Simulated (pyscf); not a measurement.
Elementary routes open to H₂N–Si:–F [singlet] + hydrogen (H₂) in the gas phase (singlet surface):
A. F–SiH: [singlet] + ammonia (NH₃) (N–Si, H–H broken; H–Si, H–N formed)
B. H₂N–SiH: [singlet] + hydrogen fluoride (HF) (F–Si, H–H broken; H–Si, F–H formed)
C. H₂N–SiH₂–F (H–H broken; H–Si, H–Si formed)

Structures and frequencies: ωB97X-D3(BJ)/def2-SVP in PySCF.

Question: Rank the routes by free-energy barrier at 1200 K, lowest first, for ωB97M-D3(BJ)/def2-TZVP energies (ideal gas, 1 atm, RRHO with modes under 100 cm⁻¹ raised to 100, one conformer, R ln 2 for chiral ones without a mode under 150 cm⁻¹).

Answer: A (3.14 eV), C (3.53 eV), B (3.57 eV)

Route A is the fastest of these, ahead of the next by 0.40 eV. The most stable products are those of C (ΔG = +0.19 eV), whose barrier is 0.40 eV higher: the kinetic and the thermodynamic product differ. At 298 K A is still the fastest. A: On the product side the descent ends in an adduct with a N–Si contact, 1.16 eV under the separated species and 1.40 eV under the saddle at ωB97X-D3(BJ)/def2-TZVP. Only these routes are compared; each barrier is that of the saddle found, and lower ones may exist.
